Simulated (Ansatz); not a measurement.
Geometry optimisation, RKS CAM-B3LYP/cc-pVDZ in Ansatz 0.2.0.

input.yaml

```yaml
crystal:
  periodic: [false, false, false]
  atoms:
    - { symbol: B, position_ang: [-0.068931, -0.245474, 0.111453] }
    - { symbol: O, position_ang: [-0.049314, -0.430449, 1.48267] }
    - { symbol: H, position_ang: [-0.938673, -0.510012, 1.85086] }
    - { symbol: H, position_ang: [1.010612, -0.179533, -0.411985] }
    - { symbol: H, position_ang: [-1.110693, -0.259065, -0.492242] }
    - { symbol: F, position_ang: [0.024753, 2.206817, 0.686556] }
    - { symbol: H, position_ang: [0.345846, 1.739915, 1.420787] }
basis:
  gaussian: { orbitals: cc-pVDZ }
hamiltonian:
  xc: cam_b3lyp
relax:
  f_tol: 0.03
  max_steps: 50
```

Run as:

```bash
$ ansatz run input.yaml --threads 1 --pin off --max-ram 2048MiB --backend cpu --events-out ev --progress --plain --runs-dir out
```

Problem. Where does it end, and by what steps?

Solution. It converged. After 24 steps the energy has fallen by 0.098 eV; H5 moved furthest, 1.26 Å.

| step | energy less start (eV) | largest force component (eV/Å) | accepted |
| --- | --- | --- | --- |
| 0 | 0.0000 | 0.781 | yes |
| 1 | -0.0186 | 0.306 | yes |
| 2 | -0.0190 | 0.610 | yes |
| 3 | -0.0288 | 0.165 | yes |
| 4 | -0.0303 | 0.365 | yes |
| 5 | -0.0333 | 0.089 | yes |
| 6 | -0.0355 | 0.059 | yes |
| 7 | -0.0374 | 0.183 | yes |
| 8 | -0.0383 | 0.138 | yes |
| 9 | -0.0393 | 0.220 | yes |
| 10 | -0.0417 | 0.186 | yes |
| 11 | -0.0434 | 0.145 | yes |
| 12 | -0.0484 | 0.229 | yes |
| 13 | -0.0473 | 0.745 | no |
| 14 | -0.0550 | 0.140 | yes |
| 15 | -0.0622 | 0.163 | yes |
| 16 | -0.0548 | 0.637 | no |
| 17 | -0.0694 | 0.131 | yes |
| 18 | -0.0759 | 0.102 | yes |
| 19 | -0.0823 | 0.318 | yes |
| 20 | -0.0883 | 0.173 | yes |
| 21 | -0.0945 | 0.210 | yes |
| 22 | -0.0946 | 0.347 | yes |
| 23 | -0.0962 | 0.155 | yes |
| 24 | -0.0982 | 0.010 | yes |

```xyz
7
Properties=species:S:1:pos:R:3
B -0.184 -0.391 -0.023
O -0.467 0.158 1.188
H -1.078 -0.353 1.733
H 0.573 0.224 -0.721
H -0.688 -1.440 -0.334
F 0.777 2.456 1.353
H 0.280 1.668 1.451
```

Run time: 39 s on 1 thread of Arm Neoverse V2, on a shared host, peak memory 0.13 GiB.
